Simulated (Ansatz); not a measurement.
`[MgH][SH]` + H–F → `[F][MgH]` + H₂S at 298.15 K and 1 bar (ligand exchange at a Mg–S bond).

Calculated with Ansatz (gas phase, PBE0-D4/def2-TZVP geometries, no zero-point term in ΔE). CBS: MP2 limit from def2 TZ/QZ plus the TZ coupled-cluster correction, frozen cores. This one scheme is used for every species. For Mg outer-core shells are correlated without core-valence functions, which leaves a few kJ/mol of doubt a bond.

```json
{"species": "`[MgH][SH]`", "CCSD(T)/CBS energy (Eh)": "-598.89578", "H − E (kJ/mol)": "48.8", "S (J/(mol·K))": "265.1"}
{"species": "H–F", "CCSD(T)/CBS energy (Eh)": "-100.39570", "H − E (kJ/mol)": "33.5", "S (J/(mol·K))": "173.6"}
{"species": "`[F][MgH]`", "CCSD(T)/CBS energy (Eh)": "-300.33731", "H − E (kJ/mol)": "29.2", "S (J/(mol·K))": "227.9"}
{"species": "H₂S", "CCSD(T)/CBS energy (Eh)": "-398.97279", "H − E (kJ/mol)": "49.9", "S (J/(mol·K))": "205.7"}
```

H − E and S are ideal-gas, rigid-rotor, harmonic terms from PBE0-D4/def2-TZVP. 1 Eh = 2625.50 kJ/mol, R = 8.31446 J/(mol·K).

By hand: ΔE, ΔH, ΔS and ΔG.

ΔE = (-300.33731) + (-398.97279) − (-598.89578) − (-100.39570) = -0.01862 Eh = -48.9 kJ/mol. Δ(H − E) = 29.2 + 49.9 − 48.8 − 33.5 = -3.2, so ΔH = -52.1 kJ/mol. ΔS = 227.9 + 205.7 − 265.1 − 173.6 = -5.1 J/(mol·K). ΔG = -52.1 − 298.15 × (-5.1)/1000 = -50.6 kJ/mol.

By hand: the equilibrium constant, and the temperature at which ΔG would vanish if ΔH and ΔS stayed fixed.

log₁₀ K = −ΔG/(RT ln 10) = 8.9. ΔG = 0 at ΔH/ΔS = 10216 K, far beyond where these terms or the molecules hold.

The number of gas molecules stays the same, so ΔS is small and ΔH decides. A doubt of 5 kJ/mol in ΔE shifts log₁₀ K by 0.9 here. These are equilibria of isolated gas molecules and say nothing of rates. Largest T1 diagnostic: 0.011 (customary marks: 0.02 for closed shells, 0.045 for open ones).
